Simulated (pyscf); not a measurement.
A first-order saddle from PySCF, ωB97X-D3(BJ)/def2-SVP:

```xyz
8

Cl     0.1022     0.8678    -1.4754
B     -0.0481     0.3637     0.2466
Cl     1.2730     0.8071     1.3872
H     -1.1713     1.0495     0.7198
N     -0.6002    -1.0673     0.4421
H     -1.3442     0.0712     0.7692
H     -0.7790    -1.5920    -0.4100
H     -0.1413    -1.6234     1.1589
```
Charge 0, spin multiplicity 1.

Surface: singlet, charge 0. Lowest wavenumbers (cm⁻¹): 1420i, 239, 245, 327, 425.

Task: Name the species on either side of this saddle.

Result: Cl–BH–Cl + NH₃ <-> H₂N–B(Cl)–Cl + H₂, a four-centre exchange read from left to right: B–H, H–N broken and B–N, H–H formed. At ωB97M-D3(BJ)/def2-TZVP it lies +17.9 kcal/mol from the left side and +43.3 kcal/mol from the right (each side as separated species at their lowest minima found). On the reactant side the descent ends in an adduct with a B–N contact (not fully relaxed), 28.3 kcal/mol under the separated species and 46.1 kcal/mol under the saddle at ωB97X-D3(BJ)/def2-TZVP. What is counted as formed (B–N) is already present as a longer contact in the reactant adduct; forming that adduct is a step of its own. At the saddle there is also a short B–H contact that neither side keeps. The same reactants have a lower exit, to HCl + H₂N–BH–Cl (barrier +4.0 kcal/mol at ωB97M-D3(BJ)/def2-TZVP, against +17.9 kcal/mol here). This is the saddle that the search found; another between the same sides may lie lower.
